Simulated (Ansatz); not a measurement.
`FCC(F)F` at its PBE0-D4/def2-TZVP geometry, where that method's forces vanish. Charge 0, multiplicity 1.

```xyz
8

F    -0.5046   -1.6270    0.5032
C    -0.4462   -0.5383   -0.3295
C     0.3765    0.5443    0.3244
F     0.3074    1.6559   -0.4494
F     1.6729    0.1698    0.3996
H    -1.4589   -0.1675   -0.5073
H     0.0196   -0.8287   -1.2751
H     0.0332    0.7915    1.3341
```

**Question.** What forces (eV/Å) does B3LYP-D4/def2-TZVPP give on these atoms in Ansatz? (An estimate is asked.)

**Answer.** Computed: 
```
F1  -0.027 -0.339  0.242
C2  -0.102  0.216 -0.362
C3  -0.299 -0.090  0.331
F4  -0.024  0.366 -0.235
F5   0.409 -0.118  0.038
H6   0.056 -0.035  0.003
H7  -0.038  0.012  0.052
H8   0.025 -0.013 -0.068
```

B3LYP here is the variant with VWN-RPA as its local correlation; programs differ in this.
